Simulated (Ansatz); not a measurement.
**Worked example: correlation energy of H3Si–BH2, singlet**

Geometry: a PBE0/def2-TZVP stationary point for this spin, not checked as a minimum.

```xyz
7

Si    0.0000    0.0022    0.5789
B     0.0000    0.0095   -1.4317
H     0.0000    1.3466    1.2152
H     1.2022   -0.7415    1.0572
H    -1.2022   -0.7415    1.0572
H     0.0000    1.0072   -2.0896
H     0.0000   -1.0351   -2.0149
```

Basis cc-pVDZ; Ansatz 0.2.0. Only valence electrons are correlated (noble-gas cores frozen), which leaves 12 electrons in 51 orbitals. R marks a restricted (for open shells ROHF) determinant.

Full CI isn't at hand for all of this; RCCSDT(Q) serves as the reference, and is uncertain by the last step of the cluster series or more.

RCCSD has a T1 diagnostic of 0.012 and a largest doubles amplitude of 0.03.

Runs differ by some tens of microhartree through their thresholds, so steps under 0.03 kcal/mol mean nothing.

```csv
level,total energy (hartree)
RHF,-316.480164
RMP2,-316.669828
RCCSD,-316.715759
RCCSD(T),-316.720780
RCCSDT,-316.721795
RCCSDT(Q),-316.721979
```

Task: What is the correlation energy at RCCSDT(Q), and what share of it do RMP2 and RCCSD recover?

Result: E(corr) = -316.721979 − (-316.480164) = -0.241815 hartree = -6.580 eV. RMP2: -0.189664 / -0.241815 = 78.43 %. RCCSD: -0.235595 / -0.241815 = 97.43 %.

Task: By how many kcal/mol does RCCSD(T) miss RCCSDT(Q) (1 hartree = 627.509 kcal/mol), and which steps make up the rest?

Result: -316.720780 − (-316.721979) = 0.001199 hartree = 0.75 kcal/mol. Steps: RCCSDT − RCCSD(T) = -0.64, RCCSDT(Q) − RCCSDT = -0.12 kcal/mol. That is within 1 kcal/mol of the reference in this basis, which itself misses far more of the correlation at the basis-set limit.
